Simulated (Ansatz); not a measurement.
**TiSi: from a trial structure to a relaxed crystal**

All numbers below come from Ansatz, DFT r2SCAN, scalar-relativistic, plane waves, PAW. Cutoff 500 eV, Γ-centred k mesh, Gaussian smearing, no spin polarisation in the final step.

The start puts TiSi on the CuAu (L1_0) structure type (P4/mmm, No. 123), with Ti in place of Cu, Si in place of Au, at a guessed volume.

```yaml
crystal:
  lattice:
    - [2.84668, 0.00000, 0.00000]
    - [0.00000, 2.84668, 0.00000]
    - [0.00000, 0.00000, 3.73118]
  atoms:
    - { symbol: Ti, position: [0.50000, 0.50000, 0.50000] }
    - { symbol: Si, position: [0.00000, 0.00000, 0.00000] }
```

Cell and atoms relax at zero pressure; the relaxation can't lower the symmetry of the start. After a coarse first stage the cell is made exact in the group found at 0.06 Å.

The zero of energy is the elements' standard structures at the same level; no fitted shifts are applied.

(1) What does it relax into?

(2) What are its volume, energy, density and gap?

## Answers

(1) It keeps P4/mmm (No. 123). The result has the CuAu (L1_0) structure. Conventional cell: a = 2.737 Å, c = 3.817 Å. Around Ti lie 8 Si at 2.72 Å and 4 Ti at 2.74 Å; around Si lie 8 Ti at 2.72 Å and 4 Si at 2.74 Å.

```cif
data_structure
_symmetry_space_group_name_H-M 'P4/mmm'
_symmetry_Int_Tables_number 123
_cell_length_a 2.7368
_cell_length_b 2.7368
_cell_length_c 3.8170
_cell_angle_alpha 90.000
_cell_angle_beta 90.000
_cell_angle_gamma 90.000
_cell_volume 28.59
loop_
_atom_site_label
_atom_site_type_symbol
_atom_site_symmetry_multiplicity
_atom_site_Wyckoff_symbol
_atom_site_fract_x
_atom_site_fract_y
_atom_site_fract_z
_atom_site_occupancy
Ti1 Ti 1 d 0.50000 0.50000 0.50000 1
Si1 Si 1 a 0.00000 0.00000 0.00000 1
```

(2) The volume per atom is 14.29 Å³. The density is 4.41 g/cm³. The energy over the elements is -0.53 eV/atom and the gap on the 20×20×14 mesh is 0 eV (a metal).

The final run used a 20×20×14 mesh on its 2-atom cell and 0.10 eV smearing. The k mesh leaves about 4 meV/atom of noise in metals. Symmetry constrained the relaxation, so the result can be a saddle point. The steps took roughly 40 core-seconds in all.

Cost: 3 runs of about 0.61 core-minutes in all, on Intel Xeon 6975P-C (Granite Rapids) (shared hosts).